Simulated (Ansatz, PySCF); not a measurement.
This PySCF input computes a CCSD(T)/cc-pVDZ energy:

```python
from pyscf import gto, scf, mp, cc as ccmod

mol = gto.M(
    atom='''
    C     0.00171763   -0.00263817    0.32505308
    F    -0.01708335    1.26042782   -0.06192073
    F     1.09904525   -0.61482395   -0.08303830
    F    -1.08310698   -0.64384509   -0.07174301
    ''',
    basis='cc-pvdz',
    charge=0,
    spin=1,
    verbose=4,
)

mf = scf.UHF(mol)
mf.conv_tol = 1e-10
mf.max_cycle = 100
mf.kernel()
mo, _, stable, _ = mf.stability(return_status=True)
if not stable:
    mf.kernel(mf.make_rdm1(mo, mf.mo_occ))
mp2 = mp.MP2(mf, frozen=4).run()
cc = ccmod.CCSD(mf, frozen=4)
cc.max_cycle = 100
cc.kernel()
et = cc.ccsd_t()
print(f'E(CCSD(T)) = {cc.e_tot + et:.9f}')
```

Task: Write an input for the same energy in Ansatz (a program for electronic structure) and say what it gives.

Result: 
Ansatz 0.2 input:
```yaml
crystal:
  periodic: [false, false, false]
  atoms:
    - {symbol: C, position_ang: [0.00171763, -0.00263817, 0.32505308]}
    - {symbol: F, position_ang: [-0.01708335, 1.26042782, -0.06192073]}
    - {symbol: F, position_ang: [1.09904525, -0.61482395, -0.08303830]}
    - {symbol: F, position_ang: [-1.08310698, -0.64384509, -0.07174301]}
basis:
  gaussian:
    orbitals: cc-pVDZ
magnetization: {spin_polarized: true, initial_magnetization: 1}
correlation: {method: ccsd_t, electrons: outside_noble_gas}
```
It gives -336.83424 Eh, and PySCF -336.83425 Eh, a difference of 0.01 mEh.

It need not be the lowest isomer of its formula.
